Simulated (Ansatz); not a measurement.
Coupled-cluster run, `[O]=[Al][OH]`.

```yaml
crystal:
  periodic: [false, false, false]
  atoms:
    - {symbol: O, position_ang: [-1.634135, -1.286561, -0.719198]}
    - {symbol: Al, position_ang: [-0.415858, -0.428866, -0.149207]}
    - {symbol: O, position_ang: [0.880153, 0.405964, 0.483021]}
    - {symbol: H, position_ang: [1.169839, 1.309462, 0.385384]}
basis:
  gaussian: {orbitals: def2-SVP}
correlation: {method: ccsd_t}
```

```sh
$ ansatz run in.yaml --threads 4 --pin off --events-out ev --progress --plain --max-ram 10444MiB
```

Output of Ansatz, abridged:

```
Functional definition: HF
467 factors; integrals over basis functions are off by at most 8.5e-4 eV
mean field evaluation 1: about -10661.3375 eV, gradient 5.7e1 eV
mean field evaluation 2: about -10661.3443 eV, gradient 5.7e1 eV
mean field evaluation 4: about -10667.7571 eV, gradient 7.2e0 eV
mean field evaluation 8: about -10667.8706 eV, gradient 4.2e-1 eV
mean field evaluation 16: about -10667.7459 eV, gradient 7.2e0 eV
mean field -10667.87327655 eV, -392.0371119692 hartree, gradient 2.4e-6 eV, S^2 0.000000; 0 other end points of the search recorded, 0 dependent functions left out
7 core orbitals not correlated: weight in the atoms' cores, before any rotation towards them, 1.000 or more for the frozen orbitals, at most 0.000 for the correlated occupied ones
reference -10667.87327655 eV, -392.0371119692 hartree; 8, 8 occupied and 36, 36 virtual orbitals, 467 factors
second order -12.12576039 eV of doubles, -0.00000000 eV of singles
cycle   1  -11.57557376 eV  change    5.5e-1 eV  update   1.5e-1
cycle   2  -11.98893393 eV  change   -4.1e-1 eV  update   7.2e-2
cycle   3  -12.13194342 eV  change   -1.4e-1 eV  update   3.2e-2
cycle   4  -12.13594754 eV  change   -4.0e-3 eV  update   9.9e-3
cycle   5  -12.12663024 eV  change    9.3e-3 eV  update   3.0e-3
cycle   6  -12.12619474 eV  change    4.4e-4 eV  update   1.4e-3
cycle   7  -12.12645751 eV  change   -2.6e-4 eV  update   7.3e-4
cycle   8  -12.12632340 eV  change    1.3e-4 eV  update   3.1e-4
cycle   9  -12.12641377 eV  change   -9.0e-5 eV  update   1.2e-4
cycle  10  -12.12649560 eV  change   -8.2e-5 eV  update   4.5e-5
cycle  11  -12.12644581 eV  change    5.0e-5 eV  update   2.0e-5
cycle  12  -12.12643941 eV  change    6.4e-6 eV  update   1.0e-5
perturbative correction -0.37237514 eV, -0.0136845341 hartree
Total energy: -10680.37209111 eV, -392.4964349321 hartree
```

Hardware: 4 threads of an AMD EPYC 9R45 on a shared host. Wall time 0.25 s, peak host memory 0.11 GiB.

MP2 recovers 97.0 % of the CCSD(T) correlation energy and the triples give 3.0 %; T1 = 0.0274.
